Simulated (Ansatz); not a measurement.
# NH₃ (triplet): B2PLYP, RPA-PBE over a scan of the distance H1–H2 along a hydrogen transfer, cc-pVTZ

How well do these functionals follow the top wave-function level for NH₃ (triplet) over a scan of the distance H1–H2 along a hydrogen transfer?

Program: Ansatz 0.2.0, Gaussian basis. Level of theory: cc-pVTZ, all electrons in the functionals, frozen cores in the correlation of double hybrids and RPA. These are calculated values, not measurements.

The runs, in order: B2PLYP, RPA-PBE, at 0.745 Å; 0.818 Å; 0.964 Å; 1.109 Å; 1.255 Å.

## 1. The geometry

The geometry derives from fragments relaxed apart (PBE0/def2-TZVP) and kept rigid, so it is no stationary point. A hydrogen atom is moved between rigid fragments.

4 atoms, charge 0, spin multiplicity 3.

Atoms are counted from 1 here; the program's logs count them from 0.

Bond lengths: H1–H2 0.745 Å, N3–H4 1.040 Å.

No dispersion term is added.

The geometry shown and the zero of energy belong to the point 0.745 Å. The yardstick, UCCSDT(Q), and other wave-function levels (R restricted, U unrestricted, valence and pair active spaces) come from earlier runs.

## 2. B2PLYP, 0.745 Å

File in.yaml:

```yaml
crystal:
  periodic: [false, false, false]
  atoms:
    - {symbol: H, position_ang: [-2.083362, 0.059434, 0.000000]}
    - {symbol: H, position_ang: [-1.338362, 0.059434, 0.000000]}
    - {symbol: N, position_ang: [0.211638, 0.059434, 0.000000]}
    - {symbol: H, position_ang: [0.480720, -0.944792, 0.000000]}
basis:
  gaussian: {orbitals: cc-pVTZ}
magnetization: {spin_polarized: true, initial_magnetization: 2}
hamiltonian: {xc: {name: B2PLYP}}
correlation: {electrons: outside_noble_gas}
```

Started as:

```bash
$ ansatz run in.yaml --threads 1 --pin off --events-out ev --progress --plain --max-ram 2816MiB --backend cpu
```

Log:

```text
Functional definition: B2PLYP
  name "B2PLYP"
  cite "Grimme, J. Chem. Phys. 124, 034108 (2006) doi:10.1063/1.2148954"
  cite "Becke, Phys. Rev. A 38, 3098 (1988) doi:10.1103/PhysRevA.38.3098"
  cite "Lee, Yang & Parr, Phys. Rev. B 37, 785 (1988) doi:10.1103/PhysRevB.37.785"
  parameter a = 0.53
  parameter c = 0.27
  exchange = (1 - a)*b88_x + a*exact_x
  correlation = (1 - c)*lyp_c + c*(mp2_os + mp2_ss)
402 factors; integrals over basis functions are off by at most 1.1e-3 eV
mean field evaluation 1: about -1531.3178 eV, gradient 1.1e1 eV
mean field evaluation 2: about -1531.3162 eV, gradient 1.1e1 eV
mean field evaluation 4: about -1531.8903 eV, gradient 1.2e0 eV
mean field evaluation 8: about -1531.9023 eV, gradient 1.3e-2 eV
mean field evaluation 16: about -1531.9023 eV, gradient 2.0e-5 eV
mean field -1531.90233987 eV, -56.2963726296 hartree, gradient 1.2e-6 eV, S^2 2.012388; 0 other end points of the search recorded, 0 dependent functions left out
1 core orbitals not correlated: weight in the atoms' cores, before any rotation towards them, 1.000 or more for the frozen orbitals, at most 0.000 for the correlated occupied ones
reference -1531.90244586 eV, -56.2963765247 hartree; 5, 3 occupied and 66, 68 virtual orbitals, 402 factors
second order -5.85689098 eV of doubles, -0.00000000 eV of singles
Total energy: -1533.48380643 eV, -56.3544904536 hartree
```

Run time: 0.74 s. Hardware: 1 thread of AMD EPYC 7R13, shared host.

From the report: ⟨S²⟩ of the determinant 2.012 (pure triplet: 2.00).

## 3. B2PLYP, 0.818 Å

File in.yaml:

```yaml
crystal:
  periodic: [false, false, false]
  atoms:
    - {symbol: H, position_ang: [-2.087682, 0.059434, 0.000000]}
    - {symbol: H, position_ang: [-1.269682, 0.059434, 0.000000]}
    - {symbol: N, position_ang: [0.207318, 0.059434, 0.000000]}
    - {symbol: H, position_ang: [0.476400, -0.944792, 0.000000]}
basis:
  gaussian: {orbitals: cc-pVTZ}
magnetization: {spin_polarized: true, initial_magnetization: 2}
hamiltonian: {xc: {name: B2PLYP}}
correlation: {electrons: outside_noble_gas}
```

Same command.

Log, cut to the lines that bear on the results:

```text
Functional definition: B2PLYP
  name "B2PLYP"
  cite "Grimme, J. Chem. Phys. 124, 034108 (2006) doi:10.1063/1.2148954"
  cite "Becke, Phys. Rev. A 38, 3098 (1988) doi:10.1103/PhysRevA.38.3098"
  cite "Lee, Yang & Parr, Phys. Rev. B 37, 785 (1988) doi:10.1103/PhysRevB.37.785"
[...]
403 factors; integrals over basis functions are off by at most 1.5e-3 eV
[...]
mean field -1531.80283629 eV, -56.2927159402 hartree, gradient 4.2e-6 eV, S^2 2.016433; 0 other end points of the search recorded, 0 dependent functions left out
1 core orbitals not correlated: weight in the atoms' cores, before any rotation towards them, 1.000 or more for the frozen orbitals, at most 0.000 for the correlated occupied ones
reference -1531.80294063 eV, -56.2927197748 hartree; 5, 3 occupied and 66, 68 virtual orbitals, 403 factors
second order -5.97397464 eV of doubles, -0.00000000 eV of singles
Total energy: -1533.41591378 eV, -56.3519954449 hartree
```

Run time: 0.7 s. Hardware: 1 thread of AMD EPYC 7R13, shared host.

From the report: ⟨S²⟩ of the determinant 2.016 (pure triplet: 2.00).

From 0.745 Å: +6.6 kJ/mol.

## 4. B2PLYP, 0.964 Å

File in.yaml:

```yaml
crystal:
  periodic: [false, false, false]
  atoms:
    - {symbol: H, position_ang: [-2.096323, 0.059434, 0.000000]}
    - {symbol: H, position_ang: [-1.132323, 0.059434, 0.000000]}
    - {symbol: N, position_ang: [0.198677, 0.059434, 0.000000]}
    - {symbol: H, position_ang: [0.467759, -0.944792, 0.000000]}
basis:
  gaussian: {orbitals: cc-pVTZ}
magnetization: {spin_polarized: true, initial_magnetization: 2}
hamiltonian: {xc: {name: B2PLYP}}
correlation: {electrons: outside_noble_gas}
```

Launched as before.

Log, cut to the lines that bear on the results:

```text
Functional definition: B2PLYP
  name "B2PLYP"
  cite "Grimme, J. Chem. Phys. 124, 034108 (2006) doi:10.1063/1.2148954"
  cite "Becke, Phys. Rev. A 38, 3098 (1988) doi:10.1103/PhysRevA.38.3098"
  cite "Lee, Yang & Parr, Phys. Rev. B 37, 785 (1988) doi:10.1103/PhysRevB.37.785"
[...]
409 factors; integrals over basis functions are off by at most 1.4e-3 eV
[...]
mean field -1531.50216436 eV, -56.2816664509 hartree, gradient 1.0e-6 eV, S^2 2.029577; 0 other end points of the search recorded, 0 dependent functions left out
1 core orbitals not correlated: weight in the atoms' cores, before any rotation towards them, 1.000 or more for the frozen orbitals, at most 0.000 for the correlated occupied ones
reference -1531.50226527 eV, -56.2816701593 hartree; 5, 3 occupied and 66, 68 virtual orbitals, 409 factors
second order -6.24512561 eV of doubles, -0.00000000 eV of singles
Total energy: -1533.18844919 eV, -56.3436362752 hartree
```

It took 0.73 s on 1 thread of AMD EPYC 7R13, shared host.

From the report: ⟨S²⟩ of the determinant 2.030 (pure triplet: 2.00).

From 0.745 Å: +28.5 kJ/mol.

## 5. B2PLYP, 1.109 Å

File in.yaml:

```yaml
crystal:
  periodic: [false, false, false]
  atoms:
    - {symbol: H, position_ang: [-2.104905, 0.059434, 0.000000]}
    - {symbol: H, position_ang: [-0.995905, 0.059434, 0.000000]}
    - {symbol: N, position_ang: [0.190095, 0.059434, 0.000000]}
    - {symbol: H, position_ang: [0.459177, -0.944792, 0.000000]}
basis:
  gaussian: {orbitals: cc-pVTZ}
magnetization: {spin_polarized: true, initial_magnetization: 2}
hamiltonian: {xc: {name: B2PLYP}}
correlation: {electrons: outside_noble_gas}
```

Launched as before.

Log, cut to the lines that bear on the results:

```text
Functional definition: B2PLYP
  name "B2PLYP"
  cite "Grimme, J. Chem. Phys. 124, 034108 (2006) doi:10.1063/1.2148954"
  cite "Becke, Phys. Rev. A 38, 3098 (1988) doi:10.1103/PhysRevA.38.3098"
  cite "Lee, Yang & Parr, Phys. Rev. B 37, 785 (1988) doi:10.1103/PhysRevB.37.785"
[...]
409 factors; integrals over basis functions are off by at most 1.2e-3 eV
[...]
mean field -1531.46460476 eV, -56.2802861610 hartree, gradient 5.3e-6 eV, S^2 2.026563; 0 other end points of the search recorded, 0 dependent functions left out
1 core orbitals not correlated: weight in the atoms' cores, before any rotation towards them, 1.000 or more for the frozen orbitals, at most 0.000 for the correlated occupied ones
reference -1531.46470493 eV, -56.2802898423 hartree; 5, 3 occupied and 66, 68 virtual orbitals, 409 factors
second order -6.39178118 eV of doubles, -0.00000000 eV of singles
Total energy: -1533.19048585 eV, -56.3437111212 hartree
```

Run time: 0.73 s. Hardware: 1 thread of AMD EPYC 7R13, shared host.

From the report: ⟨S²⟩ of the determinant 2.027 (pure triplet: 2.00).

From 0.745 Å: +28.3 kJ/mol.

## 6. B2PLYP, 1.255 Å

File in.yaml:

```yaml
crystal:
  periodic: [false, false, false]
  atoms:
    - {symbol: H, position_ang: [-2.113546, 0.059434, 0.000000]}
    - {symbol: H, position_ang: [-0.858546, 0.059434, 0.000000]}
    - {symbol: N, position_ang: [0.181454, 0.059434, 0.000000]}
    - {symbol: H, position_ang: [0.450536, -0.944792, 0.000000]}
basis:
  gaussian: {orbitals: cc-pVTZ}
magnetization: {spin_polarized: true, initial_magnetization: 2}
hamiltonian: {xc: {name: B2PLYP}}
correlation: {electrons: outside_noble_gas}
```

The command is unchanged.

Log, cut to the lines that bear on the results:

```text
Functional definition: B2PLYP
  name "B2PLYP"
  cite "Grimme, J. Chem. Phys. 124, 034108 (2006) doi:10.1063/1.2148954"
  cite "Becke, Phys. Rev. A 38, 3098 (1988) doi:10.1103/PhysRevA.38.3098"
  cite "Lee, Yang & Parr, Phys. Rev. B 37, 785 (1988) doi:10.1103/PhysRevB.37.785"
[...]
410 factors; integrals over basis functions are off by at most 1.4e-3 eV
[...]
mean field -1531.59631654 eV, -56.2851264797 hartree, gradient 6.5e-6 eV, S^2 2.012363; 0 other end points of the search recorded, 0 dependent functions left out
1 core orbitals not correlated: weight in the atoms' cores, before any rotation towards them, 1.000 or more for the frozen orbitals, at most 0.000 for the correlated occupied ones
reference -1531.59641741 eV, -56.2851301864 hartree; 5, 3 occupied and 66, 68 virtual orbitals, 410 factors
second order -6.26952984 eV of doubles, -0.00000000 eV of singles
Total energy: -1533.28919047 eV, -56.3473384489 hartree
```

Run time: 0.7 s. Hardware: 1 thread of AMD EPYC 7R13, shared host.

From the report: ⟨S²⟩ of the determinant 2.012 (pure triplet: 2.00).

From 0.745 Å: +18.8 kJ/mol.

## 7. RPA-PBE, 0.745 Å

File in.yaml:

```yaml
crystal:
  periodic: [false, false, false]
  atoms:
    - {symbol: H, position_ang: [-2.083362, 0.059434, 0.000000]}
    - {symbol: H, position_ang: [-1.338362, 0.059434, 0.000000]}
    - {symbol: N, position_ang: [0.211638, 0.059434, 0.000000]}
    - {symbol: H, position_ang: [0.480720, -0.944792, 0.000000]}
basis:
  gaussian: {orbitals: cc-pVTZ}
magnetization: {spin_polarized: true, initial_magnetization: 2}
hamiltonian: {xc: {name: PBE}}
correlation: {method: rpa, electrons: outside_noble_gas}
```

Launched as before.

Log, cut to the lines that bear on the results:

```text
Functional definition: PBE
  name "PBE"
  cite "Perdew, Burke & Ernzerhof, Phys. Rev. Lett. 77, 3865 (1996) doi:10.1103/PhysRevLett.77.3865"
  parent pbe
[...]
402 factors; integrals over basis functions are off by at most 1.1e-3 eV
[...]
mean field -1532.74843702 eV, -56.3274661262 hartree, gradient 4.0e-6 eV, S^2 2.005900; 0 other end points of the search recorded, 0 dependent functions left out
1 core orbitals not correlated: weight in the atoms' cores, before any rotation towards them, 1.000 or more for the frozen orbitals, at most 0.000 for the correlated occupied ones
reference -1525.71939404 eV, -56.0691535613 hartree; 5, 3 occupied and 66, 68 virtual orbitals, 402 factors
Total energy: -1535.35572484 eV, -56.4232821866 hartree
```

Wall time 0.67 s (1 thread of AMD EPYC 7R13, shared host).

From the report: ⟨S²⟩ of the determinant 2.006 (pure triplet: 2.00).

## 8. RPA-PBE, 0.818 Å

File in.yaml:

```yaml
crystal:
  periodic: [false, false, false]
  atoms:
    - {symbol: H, position_ang: [-2.087682, 0.059434, 0.000000]}
    - {symbol: H, position_ang: [-1.269682, 0.059434, 0.000000]}
    - {symbol: N, position_ang: [0.207318, 0.059434, 0.000000]}
    - {symbol: H, position_ang: [0.476400, -0.944792, 0.000000]}
basis:
  gaussian: {orbitals: cc-pVTZ}
magnetization: {spin_polarized: true, initial_magnetization: 2}
hamiltonian: {xc: {name: PBE}}
correlation: {method: rpa, electrons: outside_noble_gas}
```

Same command.

Log, cut to the lines that bear on the results:

```text
Functional definition: PBE
  name "PBE"
  cite "Perdew, Burke & Ernzerhof, Phys. Rev. Lett. 77, 3865 (1996) doi:10.1103/PhysRevLett.77.3865"
  parent pbe
[...]
403 factors; integrals over basis functions are off by at most 1.5e-3 eV
[...]
mean field -1532.76260322 eV, -56.3279867243 hartree, gradient 5.5e-6 eV, S^2 2.006855; 0 other end points of the search recorded, 0 dependent functions left out
1 core orbitals not correlated: weight in the atoms' cores, before any rotation towards them, 1.000 or more for the frozen orbitals, at most 0.000 for the correlated occupied ones
reference -1525.50735013 eV, -56.0613610911 hartree; 5, 3 occupied and 66, 68 virtual orbitals, 403 factors
Total energy: -1535.28417403 eV, -56.4206527425 hartree
```

It took 0.67 s on 1 thread of AMD EPYC 7R13, shared host.

From the report: ⟨S²⟩ of the determinant 2.007 (pure triplet: 2.00).

From 0.745 Å: +6.9 kJ/mol.

## 9. RPA-PBE, 0.964 Å

File in.yaml:

```yaml
crystal:
  periodic: [false, false, false]
  atoms:
    - {symbol: H, position_ang: [-2.096323, 0.059434, 0.000000]}
    - {symbol: H, position_ang: [-1.132323, 0.059434, 0.000000]}
    - {symbol: N, position_ang: [0.198677, 0.059434, 0.000000]}
    - {symbol: H, position_ang: [0.467759, -0.944792, 0.000000]}
basis:
  gaussian: {orbitals: cc-pVTZ}
magnetization: {spin_polarized: true, initial_magnetization: 2}
hamiltonian: {xc: {name: PBE}}
correlation: {method: rpa, electrons: outside_noble_gas}
```

Same command.

Log, cut to the lines that bear on the results:

```text
Functional definition: PBE
  name "PBE"
  cite "Perdew, Burke & Ernzerhof, Phys. Rev. Lett. 77, 3865 (1996) doi:10.1103/PhysRevLett.77.3865"
  parent pbe
[...]
409 factors; integrals over basis functions are off by at most 1.4e-3 eV
[...]
mean field -1532.66799171 eV, -56.3245098158 hartree, gradient 1.2e-6 eV, S^2 2.009127; 0 other end points of the search recorded, 0 dependent functions left out
1 core orbitals not correlated: weight in the atoms' cores, before any rotation towards them, 1.000 or more for the frozen orbitals, at most 0.000 for the correlated occupied ones
reference -1525.04175279 eV, -56.0442507045 hartree; 5, 3 occupied and 66, 68 virtual orbitals, 409 factors
Total energy: -1535.05858222 eV, -56.4123623965 hartree
```

Run time: 0.66 s. Hardware: 1 thread of AMD EPYC 7R13, shared host.

From the report: ⟨S²⟩ of the determinant 2.009 (pure triplet: 2.00).

From 0.745 Å: +28.7 kJ/mol.

## 10. RPA-PBE, 1.109 Å

File in.yaml:

```yaml
crystal:
  periodic: [false, false, false]
  atoms:
    - {symbol: H, position_ang: [-2.104905, 0.059434, 0.000000]}
    - {symbol: H, position_ang: [-0.995905, 0.059434, 0.000000]}
    - {symbol: N, position_ang: [0.190095, 0.059434, 0.000000]}
    - {symbol: H, position_ang: [0.459177, -0.944792, 0.000000]}
basis:
  gaussian: {orbitals: cc-pVTZ}
magnetization: {spin_polarized: true, initial_magnetization: 2}
hamiltonian: {xc: {name: PBE}}
correlation: {method: rpa, electrons: outside_noble_gas}
```

Launched as before.

Log, cut to the lines that bear on the results:

```text
Functional definition: PBE
  name "PBE"
  cite "Perdew, Burke & Ernzerhof, Phys. Rev. Lett. 77, 3865 (1996) doi:10.1103/PhysRevLett.77.3865"
  parent pbe
[...]
409 factors; integrals over basis functions are off by at most 1.2e-3 eV
[...]
mean field -1532.66952647 eV, -56.3245662169 hartree, gradient 4.3e-6 eV, S^2 2.008584; 0 other end points of the search recorded, 0 dependent functions left out
1 core orbitals not correlated: weight in the atoms' cores, before any rotation towards them, 1.000 or more for the frozen orbitals, at most 0.000 for the correlated occupied ones
reference -1525.02001550 eV, -56.0434518738 hartree; 5, 3 occupied and 66, 68 virtual orbitals, 409 factors
Total energy: -1535.03102334 eV, -56.4113496263 hartree
```

It took 0.7 s on 1 thread of AMD EPYC 7R13, shared host.

From the report: ⟨S²⟩ of the determinant 2.009 (pure triplet: 2.00).

From 0.745 Å: +31.3 kJ/mol.

## 11. RPA-PBE, 1.255 Å

File in.yaml:

```yaml
crystal:
  periodic: [false, false, false]
  atoms:
    - {symbol: H, position_ang: [-2.113546, 0.059434, 0.000000]}
    - {symbol: H, position_ang: [-0.858546, 0.059434, 0.000000]}
    - {symbol: N, position_ang: [0.181454, 0.059434, 0.000000]}
    - {symbol: H, position_ang: [0.450536, -0.944792, 0.000000]}
basis:
  gaussian: {orbitals: cc-pVTZ}
magnetization: {spin_polarized: true, initial_magnetization: 2}
hamiltonian: {xc: {name: PBE}}
correlation: {method: rpa, electrons: outside_noble_gas}
```

Same command.

Log, cut to the lines that bear on the results:

```text
Functional definition: PBE
  name "PBE"
  cite "Perdew, Burke & Ernzerhof, Phys. Rev. Lett. 77, 3865 (1996) doi:10.1103/PhysRevLett.77.3865"
  parent pbe
[...]
410 factors; integrals over basis functions are off by at most 1.4e-3 eV
[...]
mean field -1532.66273501 eV, -56.3243166355 hartree, gradient 4.3e-6 eV, S^2 2.005732; 0 other end points of the search recorded, 0 dependent functions left out
1 core orbitals not correlated: weight in the atoms' cores, before any rotation towards them, 1.000 or more for the frozen orbitals, at most 0.000 for the correlated occupied ones
reference -1525.32935548 eV, -56.0548199084 hartree; 5, 3 occupied and 66, 68 virtual orbitals, 410 factors
Total energy: -1535.08797217 eV, -56.4134424574 hartree
```

It took 0.71 s on 1 thread of AMD EPYC 7R13, shared host.

From the report: ⟨S²⟩ of the determinant 2.006 (pure triplet: 2.00).

From 0.745 Å: +25.8 kJ/mol.

## 12. The comparison

The yardstick is UCCSDT(Q), where the cluster series has nearly closed. It comes from earlier runs at the same points. Energies in kJ/mol, counted from 0.745 Å; blanks weren't run or aren't comparable.

```csv
level,0.745 Å,0.818 Å,0.964 Å,1.109 Å,1.255 Å
UCCSDT(Q),0.0,8.5,35.0,37.0,25.7
B2PLYP,0.0,6.6,28.5,28.3,18.8
RPA-PBE,0.0,6.9,28.7,31.3,25.8
```

Largest miss and mean time a point (UCCSDT(Q) took 5.2 s a point; shared hosts):

```csv
level,largest miss (kJ/mol),where,time a point
B2PLYP,-8.7,1.109 Å,0.72 s
RPA-PBE,-6.3,0.964 Å,0.68 s
```

## 13. What came out

| quantity | value |
| --- | --- |
| span of the UCCSDT(Q) curve | 37.0 kJ/mol |
| largest miss, B2PLYP | -8.7 kJ/mol (1.109 Å) |
| largest miss, RPA-PBE | -6.3 kJ/mol (0.964 Å) |

What this shows: Of the functionals, RPA-PBE keep the smallest largest miss at the points compared (at most 6.3 kJ/mol) and B2PLYP strays most (8.7 kJ/mol, at 1.109 Å). Functionals and the yardstick converge differently with the basis, so part of each miss in cc-pVTZ is the basis.
